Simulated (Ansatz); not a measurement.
Hydrogen peroxide + Cl• → `[O]O`• + HCl at 600 K and 1 bar (hydrogen abstraction from the O–H bond).

Calculated with Ansatz (gas phase, PBE0-D4/def2-TZVP geometries, no zero-point term in ΔE). CCSD(T)/CBS is extrapolated from def2-TZVPP and def2-QZVPP, frozen cores. Open shells (•) are unrestricted, without spin–orbit coupling. Spin–orbit coupling would lower the free atoms: a little for Cl.

```csv
species,CCSD(T)/CBS energy (Eh),H − E (kJ/mol),S (J/(mol·K))
`OO`,-151.43844,96.1,259.8
Cl•,-459.71044,12.5,182.8
`[O]O`•,-150.78815,59.1,254.6
HCl,-460.38167,35.4,207.2
```

H − E and S are ideal-gas, rigid-rotor, harmonic terms from PBE0-D4/def2-TZVP, for one conformer and one mirror image of each species, with the whole ground term of open shells counted as degenerate. 1 Eh = 2625.50 kJ/mol, R = 8.31446 J/(mol·K).

**Question.** By hand: ΔE, ΔH, ΔS and ΔG.

**Answer.** ΔE = (-150.78815) + (-460.38167) − (-151.43844) − (-459.71044) = -0.02094 Eh = -55.0 kJ/mol. Δ(H − E) = 59.1 + 35.4 − 96.1 − 12.5 = -14.1, so ΔH = -69.1 kJ/mol. ΔS = 254.6 + 207.2 − 259.8 − 182.8 = 19.2 J/(mol·K). ΔG = -69.1 − 600 × (19.2)/1000 = -80.6 kJ/mol.

**Question.** By hand: the equilibrium constant, and the temperature at which ΔG would vanish if ΔH and ΔS stayed fixed.

**Answer.** log₁₀ K = −ΔG/(RT ln 10) = 7.0. ΔH and −TΔS have one sign here, so there is no such temperature.

ΔH outweighs TΔS. A doubt of 5 kJ/mol in ΔE shifts log₁₀ K by 0.4 here. Other conformers and mirror images would add mixing entropy, several J/(mol·K) or more a flexible species. These are equilibria of isolated gas molecules and say nothing of rates. Largest T1 diagnostic: 0.032 (customary marks: 0.02 for closed shells, 0.045 for open ones).
